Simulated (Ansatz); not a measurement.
# C5H8O: the cost of one run

Computed with Ansatz 0.2.0 (the levels named in each step, unless a step's input says otherwise).

## Step 1: The starting structure

Bond lengths: O1–C2 1.201 Å, C2–C3 1.514 Å, C3–C4 1.526 Å, C4–C5 1.530 Å, C2–C6 1.515 Å, C5–C6 1.526 Å, C3–H7 1.089 Å, C3–H8 1.093 Å, C4–H9 1.089 Å, C4–H10 1.091 Å, C5–H11 1.089 Å, C5–H12 1.091 Å, C6–H13 1.093 Å, C6–H14 1.089 Å. Angles (14 of 27 angles, heavy atoms first): O1–C2–C3 125.9°, O1–C2–C6 126.0°, C3–C2–C6 108.1°, C2–C3–C4 105.1°, C3–C4–C5 103.6°, C4–C5–C6 103.6°, C2–C6–C5 105.1°, C2–C3–H7 111.2°, C2–C3–H8 107.3°, C4–C3–H7 114.3°, C4–C3–H8 111.1°, C3–C4–H9 112.7°, C3–C4–H10 109.9°, C5–C4–H9 112.4°.

Structure file:

```xyz
14

O     0.0328   -2.0411    0.1260
C     0.0136   -0.8422    0.0544
C     1.2225    0.0594   -0.0846
C     0.6972    1.4698    0.1662
C    -0.7430    1.4144   -0.3485
C    -1.2239    0.0309    0.0789
H     2.0223   -0.2469    0.5878
H     1.5915   -0.0467   -1.1077
H     1.2882    2.2339   -0.3361
H     0.6997    1.6823    1.2367
H    -1.3589    2.2165    0.0547
H    -0.7501    1.4902   -1.4372
H    -1.5914    0.0427    1.1080
H    -2.0123   -0.3828   -0.5480
```

## Step 2: A rough first relaxation, PBE-D4/def2-SVP

This run stands in another session on the same molecule. It ended at:

```xyz
14

O     0.0330   -2.0693    0.1294
C     0.0137   -0.8574    0.0537
C     1.2385    0.0611   -0.0798
C     0.7045    1.4785    0.1676
C    -0.7505    1.4226   -0.3508
C    -1.2399    0.0312    0.0738
H     2.0591   -0.2761    0.5832
H     1.6080   -0.0541   -1.1242
H     1.3053    2.2710   -0.3204
H     0.7047    1.6964    1.2575
H    -1.3773    2.2506    0.0348
H    -0.7555    1.5016   -1.4595
H    -1.6073    0.0366    1.1252
H    -2.0483   -0.4123   -0.5398
```

## Step 3: Relaxation, PBE0-D4/def2-TZVPP

File input.yaml:

```yaml
crystal:
  periodic: [false, false, false]
  atoms:
    - { symbol: O, position_ang: [0.03297951, -2.06934137, 0.12938335] }
    - { symbol: C, position_ang: [0.01367754, -0.85743194, 0.05368078] }
    - { symbol: C, position_ang: [1.23847898, 0.06105089, -0.0797974] }
    - { symbol: C, position_ang: [0.70445829, 1.47854793, 0.16756182] }
    - { symbol: C, position_ang: [-0.75053728, 1.42259603, -0.35081139] }
    - { symbol: C, position_ang: [-1.23986177, 0.03118941, 0.07375421] }
    - { symbol: H, position_ang: [2.0591383, -0.27611696, 0.58319031] }
    - { symbol: H, position_ang: [1.60802045, -0.05410327, -1.12423444] }
    - { symbol: H, position_ang: [1.30532349, 2.27098881, -0.32044389] }
    - { symbol: H, position_ang: [0.70474815, 1.69644554, 1.25754485] }
    - { symbol: H, position_ang: [-1.3772606, 2.25062122, 0.0348427] }
    - { symbol: H, position_ang: [-0.75552076, 1.50158858, -1.45954621] }
    - { symbol: H, position_ang: [-1.60729841, 0.03658188, 1.12524117] }
    - { symbol: H, position_ang: [-2.04830588, -0.41230676, -0.53979586] }
basis:
  gaussian: { orbitals: def2-TZVPP }
hamiltonian:
  xc: pbe0
  dispersion: d4
relax:
  f_tol: 0.004
  max_steps: 150
```

Launch:

```bash
$ ansatz run input.yaml --threads 4 --pin off --max-ram 10240MiB --backend cpu --events-out ev --progress --plain --runs-dir out
```

**Question.** How long does this run take on 4 threads of AMD EPYC (Zen 3), shared host, and how much memory does it need?

About 2.4 min, with a peak of 1 GiB.
